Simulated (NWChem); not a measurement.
Everything below was run with NWChem. System: dichloromethane (CH2Cl2), charge 0, spin multiplicity 1, at a geometry optimised with PBE0/def2-SVP. Level: B2PLYP/def2-TZVP, 11 core orbitals frozen.

Output (cleaned and shortened):

```
             Northwest Computational Chemistry Package (NWChem) 7.3.0
             --------------------------------------------------------

                                NWChem Input Module
                                -------------------

 Scaling coordinates for geometry "geometry" by  1.889725989
 (inverse scale =  0.529177249)

 Turning off AUTOSYM since
 SYMMETRY directive was detected!

                             Geometry "geometry" -> ""
                             -------------------------

 Output coordinates in angstroms (scale by  1.889725989 to convert to a.u.)

  No.       Tag          Charge          X              Y              Z
 ---- ---------------- ---------- -------------- -------------- --------------
    1 Cl                  17.0000     1.47760800     0.00000000     0.21451100
    2 C                    6.0000     0.00000000     0.00000000    -0.75592600
    3 Cl                  17.0000    -1.47760800     0.00000000     0.21451100
    4 H                    1.0000     0.00000000     0.90149800    -1.37890200
    5 H                    1.0000     0.00000000    -0.90149800    -1.37890200

 Effective nuclear repulsion energy (a.u.)     134.1996744793

            Nuclear Dipole moment (a.u.)
            ----------------------------
        X                 Y               Z
 ---------------- ---------------- ----------------
     0.0000000000     0.0000000000     0.0000264562

      Symmetry information
      --------------------

 Group name             C2v
 Group number             16
 Group order               4
 No. of unique centers     3

      Symmetry unique atoms

     1    2    4


 Summary of "ao basis" -> "" (spherical)
 ------------------------------------------------------------------------------
       Tag                 Description            Shells   Functions and Types
 ---------------- ------------------------------  ------  ---------------------
 *                         def2-tzvp                  on all atoms

  dft_input: which_mp2 not specified, using semidirect MP2 by default.

                                 NWChem DFT Module
                                 -----------------

 Summary of "ao basis" -> "ao basis" (spherical)
 ------------------------------------------------------------------------------
       Tag                 Description            Shells   Functions and Types
 ---------------- ------------------------------  ------  ---------------------
 Cl                        def2-tzvp                13       37   5s5p2d1f
 C                         def2-tzvp                11       31   5s3p2d1f
 H                         def2-tzvp                 4        6   3s1p

 Summary of "ao basis" -> "ao basis" (spherical)
 ------------------------------------------------------------------------------
       Tag                 Description            Shells   Functions and Types
 ---------------- ------------------------------  ------  ---------------------
 Cl                        def2-tzvp                13       37   5s5p2d1f
 C                         def2-tzvp                11       31   5s3p2d1f
 H                         def2-tzvp                 4        6   3s1p

      Symmetry analysis of basis
      --------------------------

        a1         44
        a2         16
        b1         33
        b2         24

            General Information
            -------------------
          SCF calculation type: DFT
          Wavefunction type:  closed shell.
          No. of atoms     :     5
          No. of electrons :    42
           Alpha electrons :    21
            Beta electrons :    21
          Charge           :     0
          Spin multiplicity:     1
          Use of symmetry is: on ; symmetry adaption is: on
          Maximum number of iterations: 100
          AO basis - number of functions:   117
                     number of shells:    45
          Convergence on energy requested:  1.00D-06
          Convergence on density requested:  1.00D-05
          Convergence on gradient requested:  5.00D-04

              XC Information
              --------------
                     Hartree-Fock (Exact) Exchange  0.530
                    Becke 1988 Exchange Functional  0.470
[...]
              MO Center= -5.2D-15,  1.8D-16,  1.3D-01, r^2= 3.2D+00
   Bfn.  Coefficient  Atom+Function         Bfn.  Coefficient  Atom+Function
  ----- ------------  ---------------      ----- ------------  ---------------
    17      0.359807  1 Cl pz                85      0.359807  3 Cl pz
    20      0.244165  1 Cl pz                88      0.244165  3 Cl pz
    14      0.175114  1 Cl pz                82      0.175114  3 Cl pz
     8     -0.138432  1 Cl pz                76     -0.138432  3 Cl pz
    45     -0.110439  2 C  pz                48     -0.083520  2 C  pz

 Vector   20  Occ=2.000000D+00  E=-3.707154D-01  Symmetry=b1
              MO Center=  7.3D-15,  1.5D-15,  1.5D-01, r^2= 3.5D+00
   Bfn.  Coefficient  Atom+Function         Bfn.  Coefficient  Atom+Function
  ----- ------------  ---------------      ----- ------------  ---------------
    15      0.299095  1 Cl px                83      0.299095  3 Cl px
    17     -0.265455  1 Cl pz                85      0.265455  3 Cl pz
    18      0.201830  1 Cl px                86      0.201830  3 Cl px
    20     -0.178998  1 Cl pz                88      0.178998  3 Cl pz
    12      0.143133  1 Cl px                80      0.143133  3 Cl px

 Vector   21  Occ=2.000000D+00  E=-3.651634D-01  Symmetry=b2
              MO Center= -3.6D-14, -1.5D-15, -1.2D-02, r^2= 3.3D+00
   Bfn.  Coefficient  Atom+Function         Bfn.  Coefficient  Atom+Function
  ----- ------------  ---------------      ----- ------------  ---------------
    16      0.354647  1 Cl py                84      0.354647  3 Cl py
    19      0.257145  1 Cl py                87      0.257145  3 Cl py
    13      0.174268  1 Cl py                81      0.174268  3 Cl py
    44     -0.144271  2 C  py               107     -0.137536  4 H  s
   113      0.137536  5 H  s                  7     -0.136032  1 Cl py

 Vector   22  Occ=0.000000D+00  E= 5.152386D-02  Symmetry=a1
              MO Center= -2.8D-14,  4.8D-14, -4.5D-01, r^2= 4.5D+00
   Bfn.  Coefficient  Atom+Function         Bfn.  Coefficient  Atom+Function
  ----- ------------  ---------------      ----- ------------  ---------------
    42      1.296920  2 C  s                108     -0.778201  4 H  s
   114     -0.778201  5 H  s                 41      0.766056  2 C  s
    18      0.463391  1 Cl px                86     -0.463391  3 Cl px
     5     -0.452496  1 Cl s                 73     -0.452496  3 Cl s
    48      0.275011  2 C  pz                15      0.207185  1 Cl px

 Vector   23  Occ=0.000000D+00  E= 9.515334D-02  Symmetry=a1
              MO Center= -9.2D-13, -1.8D-14, -9.8D-01, r^2= 5.1D+00
   Bfn.  Coefficient  Atom+Function         Bfn.  Coefficient  Atom+Function
  ----- ------------  ---------------      ----- ------------  ---------------
    42      2.045431  2 C  s                108     -1.960577  4 H  s
   114     -1.960577  5 H  s                 51     -1.461361  2 C  pz
    18     -0.428629  1 Cl px                86      0.428629  3 Cl px
     5      0.402714  1 Cl s                 73      0.402714  3 Cl s
    41     -0.251528  2 C  s                 45     -0.236089  2 C  pz

 Vector   24  Occ=0.000000D+00  E= 9.572536D-02  Symmetry=b1
              MO Center=  9.3D-13,  7.6D-17, -2.4D-01, r^2= 4.3D+00
   Bfn.  Coefficient  Atom+Function         Bfn.  Coefficient  Atom+Function
  ----- ------------  ---------------      ----- ------------  ---------------
    49      1.135416  2 C  px                 5     -0.827920  1 Cl s
    73      0.827920  3 Cl s                 20      0.522304  1 Cl pz
    88     -0.522304  3 Cl pz                18      0.459281  1 Cl px
    86      0.459281  3 Cl px                46      0.446786  2 C  px
    43      0.307360  2 C  px                17      0.150430  1 Cl pz

 center of mass
 --------------
 x =   0.00000000 y =   0.00000000 z =   0.07094710

 moments of inertia (a.u.)
 ------------------
          55.092774718859           0.000000000000           0.000000000000
           0.000000000000         594.532896322351           0.000000000000
           0.000000000000           0.000000000000         551.139756931848

     Multipole analysis of the density
     ---------------------------------

     L   x y z        total         alpha         beta         nuclear
     -   - - -        -----         -----         ----         -------
     0   0 0 0     -0.000000    -21.000000    -21.000000     42.000000

     1   1 0 0     -0.000000     -0.000000     -0.000000      0.000000
     1   0 1 0     -0.000000     -0.000000     -0.000000      0.000000
     1   0 0 1     -0.678021     -0.339024     -0.339024      0.000026

     2   2 0 0    -25.222574   -145.156809   -145.156809    265.091044
     2   1 1 0      0.000000      0.000000      0.000000      0.000000
     2   1 0 1      0.000000      0.000000      0.000000      0.000000
     2   0 2 0    -23.284830    -14.544614    -14.544614      5.804398
     2   0 1 1      0.000000      0.000000      0.000000      0.000000
     2   0 0 2    -22.123043    -26.766697    -26.766697     31.410350

                   NWChem MP2 Semi-direct Energy/Gradient Module
                   ---------------------------------------------

  Basis functions       =    117
  Molecular orbitals    =    117
  Frozen core           =     11
  Frozen virtuals       =      0
  Active alpha occupied =     10
  Active beta occupied  =     10
  Active alpha virtual  =     96
  Active beta virtual   =     96
  Use MO symmetry       = T
  Use skeleton AO sym   = T

  AO/Fock/Back tols     =   1.0D-09  1.0D-09  1.0D-09

 GA uses MA = F    GA memory limited = T

 Available:
  local mem=  3.29D+07
 global mem=  1.31D+08
 local disk=  0.00D+00
  mp2_memr nvloc                    96
  nvloc new                    96
   1 passes of  10:        5242880                      75906                  21951029.
   1 passes of  10: M     32850548           G      131044622           F      27607668.

 Semi-direct pass number   1 of   1  for RHF alpha+beta  at        4.3s
  vrange nnbf                  6718
  mp2_eaftype                    83  avail_ma_in_mb                   286
 EAF : mp2_eaftype filesize          83   10975514.
  mp2_eaf for mointskh                     83
Node 0 wrote     51.6 Mb in      0.0 s     Agg I/O rate:  1331.4 Mb/s
 Done moints_semi at       11.7s
  mp2_eaftype                    83  avail_ma_in_mb                   286
 EAF : mp2_eaftype filesize          83   10975514.
  mp2_eaf for kh                    83
 Done maket at       12.0s
 Done multipass loop at       12.0s

          -------------------------------------------
          DFT energy                    -959.265953133883
          Unscaled MP2 energy             -0.661554785658
          Total DFT+MP2 energy          -959.444572926011
          -------------------------------------------

 -----------------------
 Performance information
 -----------------------

 Timer overhead =  1.93D-07 seconds/call

               Nr. of calls         CPU time (s)                 Wall time (s)                GFlops
             ---------------    -------------------     ------------------------------   -------------------
Name         Min   Avg   Max    Min     Avg     Max     Min     Avg     Max   Mx/calls   Min     Max     Sum
mp2: moin     1     1     1    7.4     7.4     7.4      7.4     7.4     7.4     7.4      0.0     0.0     0.0
mp2: make     1     1     1   0.28    0.28    0.28     0.28    0.28    0.28    0.28      0.0     0.0     0.0
mp2: tota     1     1     1    7.7     7.7     7.7      7.7     7.7     7.7     7.7      0.0     0.0     0.0

 The average no. of pstat calls per process was 3.00D+00
 with a timing overhead of 5.80D-07s

 Task  times  cpu:       12.0s     wall:       12.0s

 Total times  cpu:       12.0s     wall:       12.0s
```

Write an NWChem input that would produce this output.

One answer among several that fit: 
```
start mol
memory heap 200 mb stack 800 mb global 1000 mb
geometry units angstroms nocenter noautoz
  Cl     1.477608     0.000000     0.214511
  C      0.000000     0.000000    -0.755926
  Cl    -1.477608     0.000000     0.214511
  H      0.000000     0.901498    -1.378902
  H      0.000000    -0.901498    -1.378902
  symmetry group C2v
end
basis spherical
  * library def2-tzvp
end
dft
  xc hfexch 0.53 becke88 0.47 lyp 0.73 mp2 0.27
  dftmp2
  semidirect memsize 60000000 filesize 0
  iterations 100
end
mp2
  freeze core 11
end
task dft energy
```
